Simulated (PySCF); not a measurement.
A geometry optimisation on `Cl` (HCl).

Computed with PBE0-D3(BJ)/def2-SVP geometry optimisation, gas phase (PySCF 2.14.0). Start geometry: GFN2-xTB. The input is one job of a driver script: a line of settings, then coordinates in Å.

Input:
```
{"job": {"xc": "PBE0", "basis": "def2-SVP", "d3": "d3bj", "grid": 1, "kind": "geom"}, "charge": 0, "multiplicity": 1}
Cl     0.641340    -0.005510    -0.006020
H     -0.635830     0.008040    -0.022280
```

Estimate the output.

```
step   0  E = -460.50235980  max force = 0.005127
step   1  E = -460.50239726  max force = 0.000365
step   2  E = -460.50239747  max force = 0.000006
optimisation converged
```

Energies in Eh; «max force» is the largest Cartesian gradient component in Eh/bohr.

How much energy does the optimisation release, in kJ/mol?

E(step 0) − E(last step) = 0.000038 Eh, which is 0.1 kJ/mol.

Give the first gradient maximum in eV/Å.

With 1 Eh/bohr = 51.422 eV/Å, 0.264 eV/Å.

Main results: final energy -460.50240 Eh after 2 steps; dipole 1.38 D.

Where do the atoms end?

0.004 Å rms from the input after alignment:
```
atom  x, y, z in Å
Cl1    0.6453   -0.0056   -0.0059
H2    -0.6398    0.0081   -0.0224
```

Cost: under 1 s of CPU time on one thread; the machine was shared, so the figure is rough.
Labels such as C1 count atoms from 1, the log's own numbers from 0.
